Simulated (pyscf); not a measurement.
# Four-centre exchange: H₃C–N(CH₃)–Ge(OH)(OH)–OH + NH₃ -> H₃C–NH–CH₃ + H₂N–Ge(OH)(OH)–OH

Gas phase, singlet surface, charge 0. Bonds broken: N2–Ge4, N17–H18. Bonds formed: N2–H18, Ge4–N17. Optimised with ωB97X-D3(BJ)/def2-SVP in PySCF.

Transition state (Å):

```xyz
20

C      0.3501     2.0268     0.5677
N      0.0844     0.7034     1.1242
C     -0.8498     0.7270     2.2472
Ge    -0.4169    -0.5945    -0.2584
O     -1.9916     0.2291    -0.6355
O      0.2011    -0.4238    -1.9290
O     -1.1048    -2.0817     0.4442
H      0.7632     2.6999     1.3381
H     -0.5755     2.4653     0.1580
H      1.0785     1.9413    -0.2543
H     -1.8279     1.1244     1.9268
H     -0.9994    -0.2982     2.6175
H     -0.4550     1.3510     3.0671
H     -2.0701     0.3550    -1.5879
H      0.9908    -0.9581    -2.0640
H     -2.0632    -2.0271     0.3320
N      1.4209    -1.1996     0.4842
H      1.0661    -0.1211     1.1610
H      2.2739    -1.1638    -0.0718
H      1.3740    -2.1019     0.9571
```

One imaginary mode, 1336i cm⁻¹; descent along it reached the two sides named, in the forms told below.

| bond | change | reactant side (Å) | saddle | product side |
|---|---|---|---|---|
| N2–Ge4 | breaks | 1.811 | 1.961 | 2.207 |
| N17–H18 | breaks | 1.022 | 1.322 | 2.8 |
| N2–H18 | forms | 2.6 | 1.283 | 1.021 |
| Ge4–N17 | forms | 3.1 | 2.072 | 1.838 |

Electronic energies relative to the separated reactants (kJ/mol):

```json
[
 {"level": "ωB97X-D3(BJ)/def2-TZVP", "barrier": "53.1", "reaction energy": "+2.2", "reverse barrier": "50.9"},
 {"level": "PBE/def2-TZVP", "barrier": "42.7", "reaction energy": "-6.8", "reverse barrier": "49.5"},
 {"level": "r²SCAN/def2-TZVP", "barrier": "40.1", "reaction energy": "-4.1", "reverse barrier": "44.2"},
 {"level": "B3LYP-D3(BJ)/def2-TZVP", "barrier": "54.2", "reaction energy": "0.0", "reverse barrier": "54.1"},
 {"level": "PBE0-D3(BJ)/def2-TZVP", "barrier": "43.8", "reaction energy": "-1.9", "reverse barrier": "45.7"},
 {"level": "M06-2X/def2-TZVP", "barrier": "50.0", "reaction energy": "-1.8", "reverse barrier": "51.8"},
 {"level": "ωB97M-D3(BJ)/def2-TZVP", "barrier": "55.9", "reaction energy": "-3.0", "reverse barrier": "58.9"},
 {"level": "HF/def2-TZVP", "barrier": "145.8", "reaction energy": "-15.6", "reverse barrier": "161.4"}
]
```

With ωB97M-D3(BJ)/def2-TZVP energies and thermal terms (ideal gas, 1 atm, RRHO with modes under 100 cm⁻¹ raised to 100, one conformer, R ln 2 for chiral ones without a mode under 150 cm⁻¹), in kJ/mol:

```tsv
T (K)	ΔH‡	ΔG‡	ΔH	ΔG
298	52.3	105.0	-2.6	-10.1
600	53.0	158.3	-3.5	-17.2
900	55.7	210.4	-3.5	-24.0
1200	59.0	261.5	-3.3	-30.9
```

On the reactant side the descent ends in a bound adduct, 44.7 kJ/mol under the separated species and 97.8 kJ/mol under the saddle at ωB97X-D3(BJ)/def2-TZVP. On the product side the descent ends in an adduct with a Ge–N contact (not fully relaxed), 51.0 kJ/mol under the separated species and 102.0 kJ/mol under the saddle at ωB97X-D3(BJ)/def2-TZVP. What is counted as broken (Ge–N) persists as a longer contact in the product adduct; parting that adduct is a step of its own. H₃C–NH–CH₃ lies 32.8 kJ/mol over its isomer H₃C–CH₂–NH₂ (electronic energy, ωB97M-D3(BJ)/def2-TZVP). One saddle was located; it need not be the lowest between these sides. Elements up to Kr have no core potential and no relativistic terms here.
